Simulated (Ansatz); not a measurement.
Input file for `FCC(F)Cl`:

```yaml
crystal:
  periodic: [false, false, false]
  atoms:
    - {symbol: F, position_ang: [-0.356146, -0.815176, 1.579405]}
    - {symbol: C, position_ang: [0.297988, 0.039241, 0.725045]}
    - {symbol: C, position_ang: [-0.320849, -0.068922, -0.644766]}
    - {symbol: F, position_ang: [-0.104595, -1.302200, -1.162605]}
    - {symbol: Cl, position_ang: [0.420901, 1.153876, -1.694188]}
    - {symbol: H, position_ang: [0.197488, 1.061249, 1.096639]}
    - {symbol: H, position_ang: [1.353196, -0.241448, 0.675269]}
    - {symbol: H, position_ang: [-1.395883, 0.116282, -0.630598]}
basis:
  gaussian: {orbitals: def2-TZVPP}
correlation: {method: ccsd_t}
output: {orbitals: {seedname: orbitals}}
```

```sh
$ ansatz run in.yaml --threads 2 --pin off --events-out ev --progress --plain
```

Log, shortened:

```
Functional definition: HF
1287 factors; integrals over basis functions are off by at most 1.1e-3 eV
mean field evaluation 1: about -20024.4573 eV, gradient 3.2e1 eV
mean field evaluation 2: about -20024.6817 eV, gradient 3.3e1 eV
mean field evaluation 4: about -20026.9767 eV, gradient 3.8e0 eV
mean field evaluation 8: about -20027.0261 eV, gradient 2.2e-1 eV
mean field -20027.02637398 eV, -735.9796444376 hartree, gradient 2.0e-6 eV, S^2 0.000000; 0 other end points of the search recorded, 0 dependent functions left out
9 core orbitals not correlated: weight in the atoms' cores, before any rotation towards them, 1.000 or more for the frozen orbitals, at most 0.000 for the correlated occupied ones
reference -20027.02637398 eV, -735.9796444376 hartree; 16, 16 occupied and 183, 183 virtual orbitals, 1287 factors
second order -27.77820030 eV of doubles, -0.00000000 eV of singles
cycle   1  -27.96059111 eV  change   -1.8e-1 eV  update   1.0e-1
cycle   2  -28.53747154 eV  change   -5.8e-1 eV  update   3.0e-2
cycle   3  -28.67438189 eV  change   -1.4e-1 eV  update   1.4e-2
cycle   4  -28.66259337 eV  change    1.2e-2 eV  update   2.8e-3
cycle   5  -28.66088242 eV  change    1.7e-3 eV  update   1.3e-3
cycle   6  -28.66185969 eV  change   -9.8e-4 eV  update   4.0e-4
cycle   7  -28.66177172 eV  change    8.8e-5 eV  update   1.7e-4
cycle   8  -28.66166614 eV  change    1.1e-4 eV  update   6.2e-5
cycle   9  -28.66167051 eV  change   -4.4e-6 eV  update   2.2e-5
perturbative correction -1.02569328 eV, -0.0376935328 hartree
Total energy: -20056.71373777 eV, -737.0706349342 hartree
```

Run time 2.5 min (2 threads of a server CPU on a shared host); peak host memory 3 GiB.

MP2 recovers 93.6 % of the CCSD(T) correlation energy and the triples give 3.5 %; T1 = 0.0107.
